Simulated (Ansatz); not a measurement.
Write a Python script for Ansatz 0.2.0, Python API that makes a rigid scan of one bond length of CH5FSi, SMILES FC[SiH3]. Settings (for the species named): r2scan0, def2-SVP basis, multiplicity 1.

```xyz
8

F    -0.6811   -0.5384   -1.6778
C    -0.5155    0.4193   -0.7042
Si    0.4183   -0.3467    0.6491
H    -1.4149    0.7875   -0.3678
H     0.0218    1.2590   -1.1692
H     0.6927    0.6613    1.7424
H     1.8088   -0.8232    0.2040
H    -0.2378   -1.4759    1.2676
```

Script `run_scan.py`:
```python
'''Stretching a bond of CH5FSi, the rest held rigid.'''

import ansatz as az
from ase import Atoms
import numpy as np

atoms = Atoms(['F', 'C', 'Si', 'H', 'H', 'H', 'H', 'H'], positions=[
    (-0.6811, -0.5384, -1.6778),
    (-0.5155, 0.4193, -0.7042),
    (0.4183, -0.3467, 0.6491),
    (-1.4149, 0.7875, -0.3678),
    (0.0218, 1.259, -1.1692),
    (0.6927, 0.6613, 1.7424),
    (1.8088, -0.8232, 0.204),
    (-0.2378, -1.4759, 1.2676),
])
geometry = az.Crystal.molecule_from_ase(atoms)

symbols = [site.symbol for site in geometry.cartesian_sites]
start = np.array([site.position_ang for site in geometry.cartesian_sites])
axis = (start[7] - start[2]) / np.linalg.norm(start[7] - start[2])
moving = [7]
lengths, energies = [1.272, 1.329, 1.387, 1.445, 1.503, 1.561, 1.618, 1.705], []
for length in lengths:
    xyz = start.copy()
    xyz[moving] += (length - np.linalg.norm(start[7] - start[2])) * axis
    point = az.Crystal.molecule()
    for symbol, place in zip(symbols, xyz):
        point = point.atom(symbol, place.tolist())
    calculation = point.calculation().basis(gaussian='def2-SVP').functional('r2scan0')
    data = calculation.run().report
    energies.append(data['free_energy_ev'])
    print(f'r = {length:6.3f} A  E = {energies[-1]:.5f} eV  <S^2> = {abs(data["mean_field"]["state"]["spin_squared"]):.3f}')

# quartic fit about the minimum
fit = np.polynomial.Polynomial.fit(lengths, np.array(energies) - min(energies), 4).convert()
roots = [r.real for r in fit.deriv().roots() if abs(r.imag) < 1e-9 and fit.deriv(2)(r.real) > 0]
r_e = min(roots, key=lambda r: abs(r - lengths[int(np.argmin(energies))]))
print(f'minimum of the fit at {r_e:.4f} A, force constant {fit.deriv(2)(r_e):.2f} eV/A^2')
```

```console
$ python run_scan.py
r =  1.272 A  E = -11702.92689 eV  <S^2> = 0.000
r =  1.329 A  E = -11703.22520 eV  <S^2> = 0.000
r =  1.387 A  E = -11703.40885 eV  <S^2> = 0.000
r =  1.445 A  E = -11703.49679 eV  <S^2> = 0.000
r =  1.503 A  E = -11703.50966 eV  <S^2> = 0.000
r =  1.561 A  E = -11703.46412 eV  <S^2> = 0.000
r =  1.618 A  E = -11703.37544 eV  <S^2> = 0.000
r =  1.705 A  E = -11703.17867 eV  <S^2> = 0.000
minimum of the fit at 1.4847 A, force constant 18.71 eV/A^2
```

What to keep in mind:
- Total energies depend on the basis set; only differences at equal settings carry meaning.
- The rest of the molecule is held rigid at a force-field or estimated start geometry, and the basis set is modest; single-reference methods fail as a bond breaks.
- The orbitals are restricted, so S² is zero by construction.
- The whole script took 24 s on 1 thread of Arm Neoverse V1, on a shared host, peak memory 0.21 GiB.
